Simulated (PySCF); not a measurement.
Isomers of C4H4F2, mass 90.028 u with the commonest isotopes. The calculation used PBE0-D3(BJ)/def2-SVP geometry optimisation, gas phase in PySCF. One conformer each, none proved a minimum here; rigid rotors.

**Question.** Order these by rotational constant B, smallest first.
A. `FC1=C(F)CC1`
B. `[CH2:1]=[CH:2][CH:3]=[C:4]([F:5])[F:6]` with C1–C2–C3–C4 180°
C. `F[C@@H]1C=C[C@H]1F`
D. `[CH2:1]=[C:2]=[CH:3][CH:4]([F:5])[F:6]` with C2–C3–C4–F5 -123°
E. `FCC#CCF`

**Answer.** E (1177 MHz), D (1898 MHz), B (1953 MHz), C (3414 MHz), A (3812 MHz).

**Question.** Order these by rotational constant C, largest first.
A. `[CH2:1]=[C:2]=[CH:3][CH:4]([F:5])[F:6]` with C2–C3–C4–F5 -123°
B. `FCC#CCF`
C. `[CH2:1]=[CH:2][CH:3]=[C:4]([F:5])[F:6]` with C1–C2–C3–C4 180°
D. `FC1=C(F)CC1`
E. `F[C@@H]1C=C[C@H]1F`

**Answer.** E (2356 MHz), D (2199 MHz), A (1680 MHz), C (1629 MHz), B (1170 MHz).

**Question.** Order these by rotational constant A, largest first.
A. `FC1=C(F)CC1`
B. `FCC#CCF`
C. `[CH2:1]=[C:2]=[CH:3][CH:4]([F:5])[F:6]` with C2–C3–C4–F5 -123°
D. `[CH2:1]=[CH:2][CH:3]=[C:4]([F:5])[F:6]` with C1–C2–C3–C4 180°
E. `[C@@H]1(F)C=C[C@H]1F`

**Answer.** B (15973 MHz), D (9834 MHz), C (8580 MHz), E (5677 MHz), A (4871 MHz).

| SMILES | point group | Ia (u·Å²) | Ib (u·Å²) | Ic (u·Å²) | κ | μa (D) | μb (D) | μc (D) |
| --- | --- | --- | --- | --- | --- | --- | --- | --- |
| FC1=C(F)CC1 | C2v | 103.75 | 132.57 | 229.80 | 0.21 | 0.00 | 2.05 | 0.00 |
| C=C=CC(F)F | – | 58.90 | 266.33 | 300.75 | -0.94 | 2.39 | 0.03 | 0.49 |
| C=CC=C(F)F | Cs | 51.39 | 258.76 | 310.15 | -0.92 | 0.73 | 0.33 | 0.00 |
| F[C@@H]1C=C[C@H]1F | C2 | 89.02 | 148.02 | 214.51 | -0.36 | 0.01 | 1.80 | 0.00 |
| FCC#CCF | C2 | 31.64 | 429.41 | 431.79 | -1.00 | 0.00 | 0.00 | 1.83 |
